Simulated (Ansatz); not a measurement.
# CH₄N (quartet): wave-function methods side by side at distance C1–H5 along a hydrogen transfer = 1.013 Å, cc-pVDZ

The task here is to estimate one member of a computed series from the others.

Program: Ansatz 0.2.0, Gaussian basis. Level of theory: cc-pVDZ, core rule «outside noble gas», up to 2 orbitals frozen. These are calculated values, not measurements.

Plan: UHF; CCSD(T) on ROHF; CCSD(T) on UHF; BCCD(T) on ROHF; CISD; CCSDT(Q) on ROHF; CCSDT(Q) on UHF; CASSCF and MRCISD+Q, 5 electrons in 5 orbitals; CASSCF and NEVPT2, 5 electrons in 5 orbitals.

7 further runs of the same task are left out: 1 for a mislabelled method, 5 that didn't finish, 1 set aside as unsound or not needed.

**The geometry**

The geometry derives from fragments relaxed apart (PBE0/def2-TZVP) and kept rigid, so it is no stationary point. A hydrogen atom is moved between rigid fragments.

6 atoms, charge 0, spin multiplicity 4.

Atoms are counted from 1 here; the program's logs count them from 0.

Bond lengths: C1–H2 1.090 Å, C1–H3 1.090 Å, C1–H4 1.090 Å, C1–H5 1.013 Å. Angles: H2–C1–H3 109.5°, H2–C1–H4 109.5°, H2–C1–H5 109.5°, H3–C1–H4 109.5°, H3–C1–H5 109.5°, H4–C1–H5 109.5°.

The first run:

Contents of in.yaml:

```yaml
crystal:
  periodic: [false, false, false]
  atoms:
    - {symbol: C, position_ang: [-1.125921, 0.000000, 0.000000]}
    - {symbol: H, position_ang: [-1.489127, 1.027301, 0.000000]}
    - {symbol: H, position_ang: [-1.489127, -0.513650, 0.889668]}
    - {symbol: H, position_ang: [-1.489127, -0.513650, -0.889669]}
    - {symbol: H, position_ang: [-0.112921, 0.000000, 0.000000]}
    - {symbol: N, position_ang: [1.295079, 0.000000, 0.000000]}
basis:
  gaussian: {orbitals: cc-pVDZ}
magnetization: {spin_polarized: true, initial_magnetization: 3}
hamiltonian: {xc: hf}
output: {orbitals: {seedname: orbitals}}
```

Command:

```sh
> ansatz run in.yaml --threads 1 --pin off --events-out ev --progress --plain --max-ram 2393MiB
```

Steps of the session up to this table: UHF; CCSD(T) on ROHF; CCSD(T) on UHF; BCCD(T) on ROHF; CISD; CCSDT(Q) on ROHF; CCSDT(Q) on UHF; CASSCF and MRCISD+Q, 5 electrons in 5 orbitals; CASSCF and NEVPT2, 5 electrons in 5 orbitals.

One of the session's tables, all rows but one given; the rest of the session is left out.

```
       method  from UCCSDT(Q) (meV)
         ROHF               +7920.2
          UHF               +7790.6
         RMP2               +1243.9
         UMP2               +1225.1
         CISD                +702.6
        RCCSD                +170.3
        UCCSD                +167.7
     RCCSD(T)                 +25.1
     UCCSD(T)                 +23.4
      BCCD(T)                 +25.3
       RCCSDT                  +8.1
       UCCSDT                  +6.3
    RCCSDT(Q)                  +1.9
    UCCSDT(Q)                     0
  CASSCF pair               +7506.0
  NEVPT2 pair                     ?
  MRCISD pair                +649.3
MRCISD+Q pair                 +39.4
```

**Question.** Estimate the row for NEVPT2 pair.

As computed: from UCCSDT(Q) (meV): +1267.1. In the column «from UCCSDT(Q) (meV)» it lies between RMP2 (+1243.9) and CASSCF pair (+7506.0).

To keep in mind: Restricted and unrestricted rows rest on different reference determinants; where their highest levels disagree by more than a few hundredths of an eV, they describe different states and don't form one ladder.
